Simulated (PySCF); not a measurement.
**Gas-phase XPS of aluminum monochloride, computed**

Species: aluminum monochloride, AlCl (singlet state).
SMILES with atom numbers: `[Al:1][Cl:2]`

Geometry (PBE0-D3(BJ)/def2-SVP, Å), atoms numbered from 1 in this order:
```
atom  x, y, z in Å
Al1    1.078   -0.033    0.001
Cl2   -1.069    0.021   -0.021
```

Computed with delta-SCF UKS SCAN, pcX-2 on the ionised atom, pcseg-1 elsewhere, spin-free X2C (PySCF 2.14.0). These are vertical core ionisation energies against the vacuum level, from separate self-consistent calculations with and without the core hole.

**Question.** Give the core binding energies atom by atom.

**Answer.** 
```
atom(s)  bonded to     level  binding energy (eV)  2p1/2 (eV)  count
    Cl2         Al     Cl 1s              2828.00           –      1
    Al1         Cl     Al 1s              1568.69           –      1
    Cl2         Al  Cl 2p3/2               205.41      207.07      1
```

**Question.** What is the longest wavelength that can ionise Cl 2p3/2 of Cl2 vertically?

**Answer.** λ = hc/E = 12398.42 eV Å / 205.41 eV = 60.359 Å.

**Question.** Which photon energy gives electrons from Cl 2p3/2 of Cl2 a kinetic energy of 200 eV, and what is their de Broglie wavelength?

**Answer.** hν = 205.41 + 200 = 405.41 eV, recoil neglected; λ = 12.264 Å/√(E/eV) = 0.87 Å.

Spin–orbit and ligand-field terms were added within each 2p shell after the spin-free SCF. 2p1/2 minus 2p3/2 (ligand field included): Cl 1.65 eV. Isolated species at its PBE0-D3(BJ)/def2-SVP geometry, gas phase.
